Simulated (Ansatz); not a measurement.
C2H4OS2 can be A, `C=C(O)SS`, or B, `S=COCS`.

Calculated with Ansatz (gas phase, PBE0-D4/def2-TZVP geometries, no zero-point term in ΔE). CCSD(T)/CBS adds triple-zeta CCSD(T) − MP2 to the extrapolated MP2 energy (def2 sets, frozen cores). DFT in def2-TZVPP. B3LYP here is the variant with VWN-RPA as its local correlation; programs differ in this. One conformer a species, not always the lowest.

A:

Z-matrix (Å, degrees):
```
C
C 1 1.329
H 1 1.080 2 120.5
H 1 1.082 2 120.3 3 178.6
O 2 1.338 1 123.7 3 178.7
S 2 1.781 1 118.2 3 -6.4
H 5 0.972 2 108.6 1 -168.0
S 6 2.039 2 102.5 1 155.8
H 8 1.350 6 100.0 2 -82.4
```

B:

```xyz
9

S     2.900   -0.746    0.507
C     1.493   -0.035    0.196
O     0.467   -0.652   -0.380
C    -0.715    0.112   -0.576
S    -1.630    0.479    0.929
H     1.295    1.013    0.440
H    -0.479    1.079   -1.027
H    -1.321   -0.468   -1.267
H    -2.010   -0.784    1.178
```

**Question.** Which is lower in electronic energy at CCSD(T)/CBS, and by how much? (Best estimate.)

**Answer.** Ansatz gave: A, by 36.9 kJ/mol.

**Question.** Give E(B) − E(A) in kJ/mol with r2SCAN-D4, B2PLYP, CCSD/def2-TZVPP, B3LYP-D4, PBE-D4, ωB97M-V, MP2/def2-TZVPP. (Estimate.)

**Answer.** The calculation gave: r2SCAN-D4 39.1, B2PLYP 29.2, CCSD/def2-TZVPP 27.5, B3LYP-D4 36.8, PBE-D4 43.3, ωB97M-V 37.2, MP2/def2-TZVPP 30.6. None reverses the order clearly.

Largest T1 diagnostic: 0.016.

In def2-TZVPP, CCSD(T) changes the Hartree–Fock value by +5.3 kJ/mol (the triples alone add −0.5 kJ/mol) and MP2 by +8.9 kJ/mol. The D4 term adds +4.4 kJ/mol with B3LYP and +2.0 kJ/mol with PBE0; it sums over pairs of atoms, weighted by their polarisabilities, and B3LYP, whose exchange is more repulsive, gets the larger term.
